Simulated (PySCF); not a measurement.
Molecule: `CCCCCO`, C5H12O.

Geometry (Å), atoms numbered from 1 in this order:
```xyz
18

C     2.7436    0.2034    0.4372
C     1.4183    0.6394   -0.1670
C     0.2535   -0.2633    0.2154
C    -1.0754    0.1604   -0.3901
C    -2.2392   -0.7333    0.0041
O    -3.4454   -0.3752   -0.6139
H     3.0141   -0.8150    0.1146
H     2.6982    0.1976    1.5383
H     3.5650    0.8742    0.1429
H     1.1903    1.6744    0.1439
H     1.5034    0.6711   -1.2676
H     0.1643   -0.2944    1.3170
H     0.4811   -1.3003   -0.0929
H    -1.0087    0.1749   -1.4917
H    -1.3030    1.2001   -0.0855
H    -2.0293   -1.7708   -0.3055
H    -2.3330   -0.7537    1.1104
H    -3.6540    0.5274   -0.3519
```

Geometry PBE0-D3(BJ)/def2-SVP throughout; GIAO in PySCF 2.14, gas phase, one conformer, non-relativistic; equivalent atoms averaged; functional PBE0.

(1) How do the shifts δ (against TMS, H2O at the same level) depend on the basis set? (a selection of nuclei; ppm; last column core-seconds on shared hosts with different chips, so compare them loosely)

(2) Which nucleus among those listed moves most, in ppm?

(3) Taking the largest basis, IGLO-III (330 functions), as the yardstick, rank the others by their worst heavy-atom deviation.

Answers

(1) 
```
    basis set  functions    C5    C4    C3    C1    O6  H16/H17  H10/H11  H12/H13    H18  core-s
       STO-3G         42  54.3  29.2  28.3  20.3  -0.8     1.84     0.74     0.62  -2.57     6.7
        6-31G         78  61.7  37.1  28.9  16.6  29.5     3.73     1.46     1.26  -0.89      13
     pcSseg-0         78  68.7  39.5  29.7  18.1  38.2     3.82     1.24     0.94  -1.21     4.8
       6-31G*        108  61.7  36.4  28.1  16.1  28.4     3.57     1.40     1.16  -0.69      16
     def2-SVP        144  62.3  37.7  29.2  15.8  38.9     3.33     1.12     0.87  -0.84      22
      cc-pVDZ        144  63.6  40.1  31.4  17.1  42.2     3.42     1.21     0.94  -1.06      11
     pcSseg-1        162  66.7  39.5  30.5  16.7  43.2     3.53     1.21     0.90  -0.39      41
6-311+G(2d,p)        234  65.6  39.6  30.4  15.7  40.9     3.48     1.29     1.02  -0.57      46
  aug-cc-pVDZ        246  63.4  39.4  30.8  15.7  41.9     3.55     1.35     1.10  -0.38      25
    def2-TZVP        258  67.3  40.6  31.4  16.5  43.3     3.46     1.32     1.07  -0.56      55
     IGLO-III        330  68.1  41.3  32.0  16.6  42.6     3.47     1.31     1.07  -0.35      39
```

(2) O6 (alcohol oxygen): from -0.8 ppm with STO-3G to 43.3 ppm with def2-TZVP. The smallest spread is 0.64 ppm, at H12/H13. Proton shifts span only some 12 ppm, so a few tenths of a ppm matter as much there as several ppm in carbon.

(3) def2-TZVP 0.8 ppm (258 functions), pcSseg-1 1.8 ppm (162 functions), 6-311+G(2d,p) 2.6 ppm (234 functions), pcSseg-0 4.5 ppm (78 functions), cc-pVDZ 4.6 ppm (144 functions), aug-cc-pVDZ 4.7 ppm (246 functions), def2-SVP 5.8 ppm (144 functions), 6-31G 13.2 ppm (78 functions), 6-31G* 14.2 ppm (108 functions), STO-3G 43.5 ppm (42 functions).

A small basis that lands close on one nucleus may do so by chance; judge by the trend and by all nuclei.
